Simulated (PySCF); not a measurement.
Bond stretch in H2S, SMILES S. The S1–H3 bond (S1 also carries H; H3 carries nothing else) is varied alone, starting from the PBE0/def2-TZVP optimised geometry.

Level of theory: CCSD(T) on UHF/6-31G, 5 core orbitals frozen (PySCF).

**Question.** Relative to R = 1.37 Å, what are the energies at R = 1.01, 1.47, 1.82, 2.92 Å?

**Answer.** 75.3 kcal/mol at 1.01 Å, 1.4 kcal/mol at 1.47 Å, 22.3 kcal/mol at 1.82 Å, 68.4 kcal/mol at 2.92 Å.

The unrestricted determinant behind UCCSD(T) is spin-contaminated at 1.82 to 4.64 Å (<S²> up to 1.0, against 0.00 for a pure singlet).
